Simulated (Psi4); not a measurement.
# C3H5 (cyclopropyl): levels of theory compared

We compute a comparison of 3 runs (U-wB97X/6-31+G*, UPBE0/def2-SVP, UMP2/6-31+G*) of C3H5 (cyclopropyl). 

Program for the calculation: Psi4 1.11.

1 further run of the same task is left out (set aside as unsound or not needed).

**1. The molecule**

C3H5: 8 atoms, total charge 0, spin state doublet. As SMILES, `[CH]1CC1`. The shape is that of a PBE0-D4/def2-TZVP optimisation.

Bond lengths: C1–C2 1.459 Å, C1–C3 1.459 Å, C2–C3 1.523 Å, C1–H4 1.079 Å, C2–H5 1.087 Å, C2–H6 1.087 Å, C3–H7 1.087 Å, C3–H8 1.087 Å. Some angles: C1–C2–C3 58.5°, C2–C1–C3 62.9°, C1–C3–C2 58.5°, C1–C2–H5 119.2°, C1–C2–H6 118.9°, C3–C2–H5 119.0°, C3–C2–H6 116.7°, C2–C1–H4 132.7°, C3–C1–H4 132.7°, C1–C3–H7 118.9°.

**2. Energy and gradient at U-wB97X/6-31+G(d) (spherical functions) (run 1)**

Input file c3h5.xyz:

```xyz
8
C3H5
C     -0.922400    -0.237300    -0.208900
C      0.037400     0.758900     0.254400
C      0.443600    -0.691200     0.028700
H     -1.570500    -0.284700    -1.070600
H      0.388600     1.518600    -0.439000
H     -0.013700     1.097500     1.285600
H      0.653200    -1.283800     0.915000
H      1.075900    -0.935200    -0.820900
```

Input file calc.py:

```python
import psi4

psi4.set_memory('1600 MB')
psi4.set_num_threads(1)
psi4.core.set_output_file('run.log', False)

with open('c3h5.xyz') as f:
    atoms = ''.join(f.readlines()[2:])
geom = psi4.geometry('0 2\n' + atoms + 'symmetry c1\nno_reorient\nno_com')

options = {'basis': '6-31+G*', 'reference': 'uks', 'puream': True, 'e_convergence': 1e-09, 'd_convergence': 1e-08, 'scf_type': 'pk', 'dft_radial_points': 99, 'dft_spherical_points': 590, 'maxiter': 200}
psi4.set_options(options)

E, wfn = psi4.gradient("wb97x", molecule=geom, return_wfn=True)
psi4.oeprop(wfn, "WIBERG_LOWDIN_INDICES", "MULLIKEN_CHARGES", "LOWDIN_CHARGES", title="WB97X")
print('gradient / Eh bohr^-1')
print(E.np.round(6))
print(f'energy = {wfn.energy():.10f} Eh')
```

Launch:

```bash
$ python calc.py
```

run.log:

```text
[...]
  Running in c1 symmetry.
[...]
  Nuclear repulsion =   69.463268010834852
[...]
  Multiplicity = 2
[...]
  Nalpha       = 12
  Nbeta        = 11
[...]
    Number of basis functions: 64
[...]
   @UKS iter   1:  -117.01853198005271   -3.59134e-01   8.44374e-03 ADIIS/DIIS
[...]
   @UKS iter  12:  -117.18333768674754   -6.90648e-12   5.82373e-09 DIIS
[...]
   @S^2 Observed:                7.540002086E-01
[...]
  @UKS Final Energy:  -117.18333768674754
   => Energetics <=
    Nuclear Repulsion Energy =             69.4632680108348524
    One-Electron Energy =                -293.4119904753381434
    Two-Electron Energy =                 119.1134017318161540
    DFT Exchange-Correlation Energy =     -12.3480169540603786
    Empirical Dispersion Energy =           0.0000000000000000
    VV10 Nonlocal Energy =                  0.0000000000000000
    Total Energy =                       -117.1833376867475351
[...]
  -Total Gradient:
     Atom            X                  Y                   Z
    ------   -----------------  -----------------  -----------------
       1        0.007261764940     0.002182719517    -0.000863316058
       2       -0.002006893561    -0.003219687984    -0.000777971551
       3       -0.003357480935     0.001796986585    -0.000021165998
       4        0.000909929066    -0.000138899566     0.002530780240
       5       -0.000812820573    -0.001754808187     0.001432110986
       6        0.000060152911    -0.000783156934    -0.002227453136
       7       -0.000531465987     0.001298390874    -0.001898186458
       8       -0.001500306923     0.000624684522     0.001826156456
[...]
```

On the terminal:

```text
gradient / Eh bohr^-1
[[ 7.262e-03  2.183e-03 -8.630e-04]
 [-2.007e-03 -3.220e-03 -7.780e-04]
 [-3.357e-03  1.797e-03 -2.100e-05]
 [ 9.100e-04 -1.390e-04  2.531e-03]
 [-8.130e-04 -1.755e-03  1.432e-03]
 [ 6.000e-05 -7.830e-04 -2.227e-03]
 [-5.310e-04  1.298e-03 -1.898e-03]
 [-1.500e-03  6.250e-04  1.826e-03]]
energy = -117.1833376867 Eh
```

It took 35 s on 1 thread of AMD EPYC 7R43 (Zen 3), shared host; peak memory 1.1 GiB.

**3. Energy and forces at UPBE0/def2-SVP (run 2)**

Input file job.in:

```
memory 1600 mb

molecule m {
  0 2
  C     -1.74308338    -0.44843201    -0.39476379
  C      0.07067576     1.43411316     0.48074633
  C      0.83828251    -1.30617870     0.05423514
  H     -2.96781488    -0.53800503    -2.02314079
  H      0.73434757     2.86973809    -0.82958977
  H     -0.02588925     2.07397442     2.42943191
  H      1.23436910    -2.42603040     1.72909940
  H      2.03315634    -1.76727187    -1.55127618
  units bohr
  symmetry c1
}

set basis def2-SVP
set reference uks
set puream true
set e_convergence 1e-09
set d_convergence 1e-08
set scf_type pk
set dft_radial_points 99
set dft_spherical_points 590
set maxiter 200

energy_value, wavefunction = gradient("pbe0", return_wfn=True)
oeprop(wavefunction, "MULLIKEN_CHARGES", "DIPOLE", "WIBERG_LOWDIN_INDICES")
print_variables()
```

Launch:

```bash
$ psi4 job.in job.out -n 1
```

job.out:

```text
[...]
  Running in c1 symmetry.
[...]
  Nuclear repulsion =   69.463267952563214
[...]
  Multiplicity = 2
[...]
  Nalpha       = 12
  Nbeta        = 11
[...]
    Number of basis functions: 67
[...]
   @UKS iter   1:  -116.76459167652376   -7.70662e-02   9.26788e-03 ADIIS/DIIS
[...]
   @UKS iter  12:  -116.98712962102097   -2.60059e-12   4.39555e-09 DIIS
[...]
   @S^2 Observed:                7.538110428E-01
[...]
  @UKS Final Energy:  -116.98712962102097
   => Energetics <=
    Nuclear Repulsion Energy =             69.4632679525632142
    One-Electron Energy =                -293.3280181998114813
    Two-Electron Energy =                 120.5097845772849467
    DFT Exchange-Correlation Energy =     -13.6321639510576613
    Empirical Dispersion Energy =           0.0000000000000000
    VV10 Nonlocal Energy =                  0.0000000000000000
    Total Energy =                       -116.9871296210209692
[...]
  -Total Gradient:
     Atom            X                  Y                   Z
    ------   -----------------  -----------------  -----------------
       1       -0.000659495521     0.000552650230    -0.004645676309
       2        0.000368756719     0.005325356517     0.001403474798
       3        0.003192472641    -0.004564733021    -0.000160912751
       4        0.005188759047     0.000471382961     0.006310000928
       5       -0.002341918851    -0.005246584039     0.004313960259
       6        0.000317680521    -0.002810246869    -0.006897507149
       7       -0.001708263356     0.004396697645    -0.005770792820
       8       -0.004358149269     0.001875413482     0.005447574594
[...]
```

Wall time 35 s (1 thread of AMD EPYC 7R43 (Zen 3), shared host); peak memory 1.1 GiB.

**4. A single-point energy at UMP2/6-31+G(d) (Cholesky decomposition, Cartesian functions) (run 3)**

c3h5.xyz is that of step 2.

Input file calc.py:

```python
import psi4

psi4.set_memory('1600 MB')
psi4.set_num_threads(1)
psi4.core.set_output_file('run.log', False)

with open('c3h5.xyz') as f:
    atoms = ''.join(f.readlines()[2:])
m = psi4.geometry('0 2\n' + atoms + 'symmetry c1')

options = {'basis': '6-31+G*', 'reference': 'uhf', 'scf_type': 'cd', 'freeze_core': True, 'mp2_type': 'conv'}
psi4.set_options(options)

energy_value, wavefunction = psi4.energy('mp2', molecule=m, return_wfn=True)
print('E =', round(energy_value, 9))
for k, v in sorted(psi4.core.scalar_variables().items()):
    print(f'{k:45s} {v:18.10f}')
```

Launch:

```bash
$ python calc.py
```

run.log:

```text
[...]
  Running in c1 symmetry.
[...]
  Nuclear repulsion =   69.463268010834852
[...]
  Multiplicity = 2
[...]
  Nalpha       = 12
  Nbeta        = 11
[...]
    Number of basis functions: 67
[...]
   @UHF iter   1:  -116.31281947579805   -4.33755e-01   5.94094e-03 DIIS/ADIIS
[...]
   @UHF iter  14:  -116.41772866769962   -3.93641e-12   6.95987e-09 DIIS
[...]
   @S^2 Observed:                7.607037094E-01
[...]
  @UHF Final Energy:  -116.41772866769962
   => Energetics <=
    Nuclear Repulsion Energy =             69.4632680108348524
    One-Electron Energy =                -293.1246060910385722
    Two-Electron Energy =                 107.2436094125041137
    Total Energy =                       -116.4177286676996204
  UHF NO Occupations:
  HONO-2 :   10  A 1.9982447
  HONO-1 :   11  A 1.9976764
[...]
 Multipole Moments:
 ------------------------------------------------------------------------------------
     Multipole            Electronic (a.u.)      Nuclear  (a.u.)        Total (a.u.)
 ------------------------------------------------------------------------------------
 L = 1.  Multiply by 2.5417464519 to convert [e a0] to [Debye]
 Dipole X            :         -0.8961182            1.0437109            0.1475927
 Dipole Y            :         -0.2595655            0.3248867            0.0653212
 Dipole Z            :          0.0545441           -0.2085229           -0.1539788
 Magnitude           :                                                    0.2230693
[...]
	SCS-MP2 Total Energy (a.u.)        :  -116.78025595322217
	SOS-MP2 Total Energy (a.u.)        :  -116.75033300491160
	SCSN-MP2 Total Energy (a.u.)       :  -116.57572183477940
[...]
	SOS-PI-MP2 Total Energy (a.u.)     :  -116.80576706111360
[...]
	MP2 Total Energy (a.u.)            :  -116.78466779364129
[...]
```

The script printed:

```text
E = -116.784667794
CURRENT CORRELATION ENERGY                         -0.3669391259
CURRENT ENERGY                                   -116.7846677936
CURRENT REFERENCE ENERGY                         -116.4177286677
DD SOLVATION ENERGY                                 0.0000000000
HF KINETIC ENERGY                                 116.3154683324
HF POTENTIAL ENERGY                              -232.7331970000
HF TOTAL ENERGY                                  -116.4177286677
HF VIRIAL RATIO                                     2.0008791637
MP2 CORRELATION ENERGY                             -0.3669391259
MP2 DOUBLES ENERGY                                 -0.3669391259
MP2 OPPOSITE-SPIN CORRELATION ENERGY               -0.2771702810
MP2 SAME-SPIN CORRELATION ENERGY                   -0.0897688449
MP2 SINGLES ENERGY                                  0.0000000000
MP2 TOTAL ENERGY                                 -116.7846677936
NUCLEAR REPULSION ENERGY                           69.4632680108
ONE-ELECTRON ENERGY                              -293.1246060910
PCM POLARIZATION ENERGY                             0.0000000000
PE ENERGY                                           0.0000000000
SCF ITERATION ENERGY                             -116.4177286677
SCF ITERATIONS                                     14.0000000000
SCF TOTAL ENERGY                                 -116.4177286677
SCS(N)-MP2 CORRELATION ENERGY                      -0.1579931671
SCS(N)-MP2 TOTAL ENERGY                          -116.5757218348
SCS-MP2 CORRELATION ENERGY                         -0.3625272855
SCS-MP2 TOTAL ENERGY                             -116.7802559532
SCS-MP2-VDW CORRELATION ENERGY                     -0.3996623822
SCS-MP2-VDW TOTAL ENERGY                         -116.8173910499
SOS-MP2 CORRELATION ENERGY                         -0.3326043372
SOS-MP2 TOTAL ENERGY                             -116.7503330049
SOS-PI-MP2 CORRELATION ENERGY                      -0.3880383934
SOS-PI-MP2 TOTAL ENERGY                          -116.8057670611
TWO-ELECTRON ENERGY                               107.2436094125
```

It took 4.5 s on 1 thread of AMD EPYC 7R43 (Zen 3), shared host; peak memory 0.26 GiB.

**5. Overview of the runs**

```csv
run,level,task,integrals,energy (Eh),dipole moment (D),HOMO energy (eV),LUMO energy (eV),wall time
1,U-wB97X/6-31+G* (spherical functions),gradient,pk,-117.183338,0.68,-8.56,0.54,35 s
2,UPBE0/def2-SVP,gradient,pk,-116.987130,0.58,-6.28,-1.28,35 s
3,"UMP2/6-31+G* (Cholesky decomposition, Cartesian functions)",energy,cd,-116.784668,–,-9.83,2.27,4.5 s
```

**6. What came out**

```
                                                         quantity          value
                                              run 3: total energy  -116.78467 Eh
run 3: HOMO energy (Hartree–Fock orbitals) (highest over α and β)       -9.83 eV
 run 3: LUMO energy (Hartree–Fock orbitals) (lowest over α and β)        2.27 eV
               run 3: correlation energy (3 core orbitals frozen)     -366.9 mEh
                         run 3: ⟨S²⟩ of the reference determinant          0.761
```

**Reading.** Totals of different functionals can't be ranked against each other. All runs together took 74 s, the longest 35 s.
